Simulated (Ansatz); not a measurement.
This script drives Ansatz 0.2.0, Python API.

`opt_c4h6os.py`
```python
# -*- coding: utf-8 -*-
'''Relax the C4H6OS molecule.'''

import itertools

import ansatz as az
from ase.data import atomic_numbers, covalent_radii
import numpy as np


def main():
    molecule = (
        az.Crystal.molecule()
        .atom('C', (-0.9192, -0.0162, 1.8213))
        .atom('C', (-0.4107, -0.0829, 0.3535))
        .atom('C', (0.7718, -0.4359, -0.1198))
        .atom('C', (0.593, -0.2909, -1.5825))
        .atom('O', (1.2787, 0.7236, -2.2372))
        .atom('S', (-1.1651, 0.2737, -1.1771))
        .atom('H', (-1.8534, -0.5644, 1.9103))
        .atom('H', (-0.1955, -0.3208, 2.5269))
        .atom('H', (-1.196, 1.0883, 2.087))
        .atom('H', (1.7173, -0.7497, 0.4235))
        .atom('H', (0.5512, -1.2299, -2.1359))
        .atom('H', (0.905, 1.5499, -1.8361))
    )

    calc = (
        molecule.calculation()
        .basis(gaussian='def2-SVP')  # the orbital basis, by name
        .functional('pbe')
    )
    symbols = [site.symbol for site in molecule.cartesian_sites]
    start = np.array([site.position_ang for site in molecule.cartesian_sites], dtype=float)
    def progress(event):
        if event['event'] == 'relax_step':
            row = event['data']
            print(f'step {row["step"]:3d}  E = {row["lagrangian_ev"]:.6f} eV  largest force component {row["allowed_force_max_ev_ang"]:.4f} eV/A')


    rep = calc.relax(force_tolerance=0.005).session().plan().execute(on_event=progress).report
    end = np.array(rep['positions_ang'])

    for key in ('converged', 'free_energy_ev', 'reference_energy_ev', 'n_frozen', 'n_occupied', 'n_virtual'):
        print(f'{key:22s} {rep[key]}')

    # pairs closer than 1.2 times the sum of covalent radii, before or after
    radius = [covalent_radii[atomic_numbers[s]] for s in symbols]
    span = lambda where, i, j: np.linalg.norm(where[i] - where[j])
    bonded = [(i, j) for i, j in itertools.combinations(range(len(symbols)), 2) if min(span(start, i, j), span(end, i, j)) < 1.2 * (radius[i] + radius[j])]
    print('pair        before    after (A)')
    for i, j in bonded:
        print(f'{symbols[i]}{i}-{symbols[j]}{j}'.ljust(10), f'{span(start, i, j):8.4f} {span(end, i, j):8.4f}')
    with open('c4h6os_opt.xyz', 'w') as handle:
        handle.write(f'{len(symbols)}\nrelaxed C4H6OS\n')
        handle.writelines(f'{s:2s} {x:11.6f} {y:11.6f} {z:11.6f}\n' for s, (x, y, z) in zip(symbols, end))


if __name__ == '__main__':
    main()
```

It is started by `python opt_c4h6os.py`. Estimate its wall time and peak memory on 1 thread of Arm Neoverse V1, with other jobs on the host.

It took about 58 s, with a peak of 0.23 GiB, for 1 run of the engine.

Output of `python opt_c4h6os.py`:
```text
step   1  E = -17106.087224 eV  largest force component 3.4172 eV/A
step   2  E = -17106.498418 eV  largest force component 1.3507 eV/A
step   3  E = -17106.567676 eV  largest force component 1.1855 eV/A
step   4  E = -17106.607521 eV  largest force component 0.5214 eV/A
step   5  E = -17106.612731 eV  largest force component 0.5565 eV/A
step   6  E = -17106.620258 eV  largest force component 0.0674 eV/A
step   7  E = -17106.620795 eV  largest force component 0.0263 eV/A
step   8  E = -17106.621042 eV  largest force component 0.0092 eV/A
step   9  E = -17106.621088 eV  largest force component 0.0093 eV/A
step  10  E = -17106.621105 eV  largest force component 0.0067 eV/A
step  11  E = -17106.621113 eV  largest force component 0.0026 eV/A
converged              True
free_energy_ev         -17106.621145293208
reference_energy_ev    -17106.621145293208
n_frozen               0
n_occupied             [27, 27]
n_virtual              [91, 91]
pair        before    after (A)
C0-C1        1.5548   1.4870
C0-H6        1.0868   1.1107
C0-H7        1.0556   1.1077
C0-H8        1.1692   1.1102
C1-C2        1.3217   1.3589
C1-S5        1.7433   1.7919
C2-C3        1.4807   1.5055
C2-H9        1.1347   1.1012
C3-O4        1.3885   1.3738
C3-S5        1.8905   1.9649
C3-H10       1.0907   1.1102
O4-H11       0.9916   0.9780
```

It writes `c4h6os_opt.xyz`:
```text
12
relaxed C4H6OS
C    -0.957558   -0.023512    1.808599
C    -0.404354   -0.020123    0.428382
C     0.817233   -0.295968   -0.099018
C     0.502243   -0.215389   -1.568992
O     1.225783    0.614543   -2.390564
S    -1.324890    0.310502   -1.073010
H    -1.784581   -0.759651    1.896423
H    -0.175144   -0.280479    2.549392
H    -1.382653    0.967985    2.070904
H     1.762314   -0.593250    0.381594
H     0.393881   -1.194219   -2.081530
H     1.404826    1.434362   -1.888279
```

Total energies depend on the basis set; only differences at equal settings carry meaning. The end point is the stationary point reached from this start; no frequency run checks that it is a minimum, and the basis set is modest.
